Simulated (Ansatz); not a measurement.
# SiH2F− (SMILES F[SiH2-]): methods side by side

SiH2F−: 4 atoms, total charge -1, spin state singlet. SMILES: `F[SiH2-]`. The coordinates come from a GFN2-xTB relaxation.

```xyz
4

F     1.2242    0.6908   -0.3839
Si   -0.1140   -0.3916   -0.4401
H    -1.1854    0.6583   -0.1433
H     0.0751   -0.9576    0.9672
```

Quantity: the energy change with the F1–Si2 bond stretched from 1.722 to 2.153 Å, in eV. The values are calculated.

```json
{"level": "HF/STO-3G (restricted)", "kind": "Hartree–Fock", "program": "Ansatz", "value (eV)": "1.99", "less FCI/STO-3G": "+0.55"}
{"level": "BLYP/STO-3G (restricted)", "kind": "GGA", "program": "Ansatz", "value (eV)": "1.12", "less FCI/STO-3G": "-0.32"}
{"level": "PBE/STO-3G (restricted)", "kind": "GGA", "program": "Ansatz", "value (eV)": "1.15", "less FCI/STO-3G": "-0.29"}
{"level": "PBE0/STO-3G (restricted)", "kind": "global hybrid", "program": "Ansatz", "value (eV)": "1.41", "less FCI/STO-3G": "-0.03"}
{"level": "HSE06/STO-3G (restricted)", "kind": "range-separated hybrid", "program": "Ansatz", "value (eV)": "1.40", "less FCI/STO-3G": "-0.04"}
{"level": "RPA@PBE/STO-3G (restricted)", "kind": "RPA", "program": "Ansatz", "value (eV)": "1.12", "less FCI/STO-3G": "-0.32"}
{"level": "CCSD(T)/STO-3G (restricted)", "kind": "coupled cluster or CI", "program": "Ansatz", "value (eV)": "1.44", "less FCI/STO-3G": "0.00"}
{"level": "CCSD/STO-3G (restricted)", "kind": "coupled cluster or CI", "program": "Ansatz", "value (eV)": "1.44", "less FCI/STO-3G": "0.00"}
{"level": "FCI/STO-3G", "kind": "exact in the basis", "program": "Ansatz", "value (eV)": "1.44", "less FCI/STO-3G": "0.00"}
```

FCI/STO-3G is exact within its basis and frozen core, so for wave-function methods in that basis the difference is their error; functionals converge differently with the basis, so for them it is only a difference. Sets without diffuse functions describe the anion poorly. The first shape isn't each level's own minimum. The values span 1.12 to 1.99 eV. All rows use very small basis sets, so none should be taken for the real molecule's value.
